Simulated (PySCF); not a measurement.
**CClF3: calculation against experiment**

**The experiment to reproduce.**

NIST CCCBDB Release 22 (SRD 101), experimental dipoles lists, for the gas: dipole moment (microwave Stark effect) 0.5 D.

From NIST CCCBDB Release 22 (SRD 101), experimental polarizabilities, for the gas: mean polarisability 4.65 Å³.

How close the calculation comes is told at the end.

CClF₃.
SMILES with atom numbers: `[F:1][C:2]([F:3])([F:4])[Cl:5]`

Geometry (GFN2-xTB, Å), atoms numbered from 1 in this order:
```xyz
5
CClF3 angstrom
F     -0.493   -0.806   -0.967
C     -0.072    0.006   -0.012
F     -0.407    1.242   -0.344
F     -0.703   -0.307    1.107
Cl     1.685   -0.132    0.199
```

The PySCF runs (gas phase, on this GFN2-xTB geometry; no spin–orbit coupling):

```tsv
level	job	basis functions	wall time
PBE0/pcSseg-1	shieldings, charges and field gradients	92	4.3 s
B3LYP/def2-SVPD	8 singlets by full TDDFT, 3 Tamm–Dancoff triplets, polarisability	116	11 s
PBE0/def2-SVPD	6 singlets by full TDDFT, 2 Tamm–Dancoff triplets, polarisability	116	5.6 s
PBE0/pcSseg-0	3 singlets by full TDDFT, polarisability	49	1.4 s
```

Hardware: one thread, Arm Neoverse V1 (aarch64) (shared host).

**Comparison with experiment**

**Dipole moment.** Measured: 0.5 D (NIST CCCBDB Release 22 (SRD 101), experimental dipoles).

```json
{"level": "PBE0/pcSseg-1", "computed (D)": "0.27", "computed − measured (D)": "-0.23", "% (from the printed values)": "-46"}
{"level": "B3LYP/def2-SVPD", "computed (D)": "0.40", "computed − measured (D)": "-0.10", "% (from the printed values)": "-20"}
{"level": "PBE0/def2-SVPD", "computed (D)": "0.35", "computed − measured (D)": "-0.15", "% (from the printed values)": "-30"}
{"level": "PBE0/pcSseg-0", "computed (D)": "0.17", "computed − measured (D)": "-0.33", "% (from the printed values)": "-66"}
```

Closest is B3LYP/def2-SVPD (-0.10 D), furthest PBE0/pcSseg-0 (-0.33 D); one molecule doesn't rank methods. All 4 levels lie below the measurement. The computed dipoles belong to one fixed geometry; measured ones are averaged over vibrations unless marked μe. Magnitudes are compared, not signs.

**Mean polarisability.** Measured: 4.65 Å³ (NIST CCCBDB Release 22 (SRD 101), experimental polarizabilities).

| level | computed (Å³) | computed − measured (Å³) | % (from the printed values) |
| --- | --- | --- | --- |
| B3LYP/def2-SVPD | 4.68 | +0.03 | +1 |
| PBE0/def2-SVPD | 4.62 | -0.03 | -1 |
| PBE0/pcSseg-0 | 2.48 | -2.17 | -47 |

The computed values are static and purely electronic, with core orbitals frozen in the response (1 au = 0.148185 Å³). The table of measured values doesn't say here whether a value is static or optical, or holds a vibrational part.

No measured geometry was used, and the causes of the misses weren't examined.
